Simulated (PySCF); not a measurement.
A side-by-side comparison of computed properties.

First species: C₆H₈.
SMILES: `C#CCC(=C)C`

Second species: C₆H₁₀.
Z-matrix (Å and degrees, GFN2-xTB geometry), rows numbered from 1:
```
C 
C   1  1.5263
C   2  1.4701  1  111.73
C   3  1.3001  2  152.67  1     0.20
C   4  1.4672  3  153.19  2    -0.07
C   4  1.5048  3   64.45  2   179.85
H   1  1.0875  2  110.28  3    59.77
H   1  1.0878  2  110.51  3   179.95
H   1  1.0875  2  110.22  3   -59.92
H   2  1.0955  1  110.06  3  -121.14
H   2  1.0956  1  110.01  3   121.08
H   5  1.0888  4  110.70  3     0.05
H   5  1.0908  4  110.09  3  -120.61
H   5  1.0908  4  110.05  3   120.68
H   6  1.0863  3  119.77  4   106.03
H   6  1.0863  3  119.79  4  -106.06
```

Levels: PBE0/def2-SVPD for dipole moment, HOMO energy, LUMO energy, HOMO–LUMO gap, static isotropic polarisability and electronic spatial extent ⟨r²⟩ about the centre of nuclear charge; TDDFT PBE0/def2-SVPD for lowest singlet excitation; TDA PBE0/def2-SVPD for lowest triplet excitation (Tamm–Dancoff); GFN2-xTB for rotational constant A and rotational constant C. Geometries: GFN2-xTB. Each species is one conformer at its optimised geometry, gas phase, non-relativistic unless stated. Electronic properties by PySCF.

The conformers computed, where there is a choice (atom-mapped SMILES and torsion angles):
- `[CH:1]#[C:2][CH2:3][C:4](=[CH2:5])[CH3:6]`: C2–C3–C4–C5 -111°
- `[CH3:1][CH2:2][C:3]1=[C:4]([CH3:5])[CH2:6]1`: C1–C2–C3–C4 0°

Values for the first species:

- Dipole moment: 0.57 D
- HOMO energy: -7.39 eV
- LUMO energy: 0.17 eV
- HOMO–LUMO gap: 7.56 eV
- Lowest singlet excitation: 6.49 eV
- Lowest triplet excitation (Tamm–Dancoff): 4.40 eV
- Static isotropic polarisability: 70.1 au
- Electronic spatial extent ⟨r²⟩ about the centre of nuclear charge: 651 bohr²
- Rotational constant A: 6.482 GHz
- Rotational constant C: 2.057 GHz

(1) Estimate the same properties for the second species, and the change in each.

Answers

(1) 
```csv
property,first,second,second less first
dipole moment,0.57 D,0.91 D,+0.34 D
HOMO energy,-7.39 eV,-6.45 eV,+0.94 eV
LUMO energy,0.17 eV,0.68 eV,+0.51 eV
HOMO–LUMO gap,7.56 eV,7.13 eV,-0.43 eV
lowest singlet excitation,6.49 eV,6.01 eV,-0.48 eV
lowest triplet excitation (Tamm–Dancoff),4.40 eV,4.25 eV,-0.15 eV
static isotropic polarisability,70.1 au,71.9 au,+1.8 au
electronic spatial extent ⟨r²⟩ about the centre of nuclear charge,651 bohr²,728 bohr²,+77 bohr²
rotational constant A,6.482 GHz,5.666 GHz,-0.816 GHz
rotational constant C,2.057 GHz,1.790 GHz,-0.267 GHz
```

On the first: The polarisability is 10.38 Å³ as a volume (1 au = 0.148185 Å³), or 1.59 au for each of the 44 electrons. In atomic units the dipole is 0.22 e·bohr (1 au = 2.5417 D).

On the second: S1 lies 1.12 eV below the HOMO–LUMO gap; its leading configuration is HOMO→LUMO, weight 0.97. A dipole of 0.91 D is allowed in Cs, and pure rotational transitions are dipole-allowed.
